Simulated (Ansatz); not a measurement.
# Relaxing Ta3Ag

Method: Ansatz 0.2.0, DFT PBE, scalar-relativistic, plane waves, PAW. Cutoff 420 eV, Γ-centred k mesh, Gaussian smearing, no spin polarisation in the final step.

The start puts Ta3Ag on the Ni3Sn (D0_19) structure type (P6_3/mmc, No. 194), with Ag in place of Sn, Ta in place of Ni, at a guessed volume.

```xyz
8
Lattice="5.8779 0.0000 0.0000 -2.9389 5.0904 0.0000 0.0000 0.0000 4.7179" Properties=species:S:1:pos:R:3 pbc="T T T"
Ta    2.9389    3.3902    1.1795
Ta   -1.4665    4.2403    3.5384
Ta    1.4724    0.8501    1.1795
Ta    0.0000    1.7002    3.5384
Ta    4.4055    0.8501    1.1795
Ta    1.4665    4.2403    3.5384
Ag    0.0000    3.3936    1.1795
Ag    2.9389    1.6968    3.5384
```

Steps on the 3×3×4 mesh (8 atoms). 5 of 5 steps are shown, and the free energy counts from the last. Trial steps that were taken back and renewals of the plane-wave basis can be among the rows.

```
step  ΔF (meV/atom) V (Å³/atom) P (GPa) largest force component (eV/Å)
   1           11.6        17.65     4.69                           0.272
   2           38.8        19.31    -9.47                           0.061
   3            0.6        18.20    -0.79                           0.036
   4            0.2        18.14    -0.30                           0.024
   5            0.0        18.14    -0.29                           0.024
```

A final relaxation ran on a 6×6×8 mesh. The relaxed crystal, P6_3/mmc (No. 194):

```cif
data_structure
_symmetry_space_group_name_H-M 'P6_3/mmc'
_symmetry_Int_Tables_number 194
_cell_length_a 5.8651
_cell_length_b 5.8651
_cell_length_c 4.8636
_cell_angle_alpha 90.000
_cell_angle_beta 90.000
_cell_angle_gamma 120.000
_cell_volume 144.89
loop_
_atom_site_label
_atom_site_type_symbol
_atom_site_symmetry_multiplicity
_atom_site_Wyckoff_symbol
_atom_site_fract_x
_atom_site_fract_y
_atom_site_fract_z
_atom_site_occupancy
Ta1 Ta 6 h 0.83591 0.67183 0.25000 1
Ag1 Ag 2 c 0.33333 0.66667 0.25000 1
```

* Volume per atom: 18.11 Å³
* Density: 14.92 g/cm³
* Energy over the elements: 0.31 eV/atom
* Gap on the 6×6×8 mesh: 0 eV (a metal)

Energies over the elements count from the elements' standard structures at the same level, with no empirical corrections.

The final run used a 6×6×8 mesh on its 8-atom cell and 0.10 eV smearing. For metals, differences of a few meV/atom aren't resolved. Spin–orbit coupling is left out.

Symmetry constrained the relaxation, so the result can be a saddle point.

Cost: 3 runs of about 3.8 core-minutes in all, on Intel Xeon Platinum 8259CL (Skylake/Cascade Lake) (shared hosts).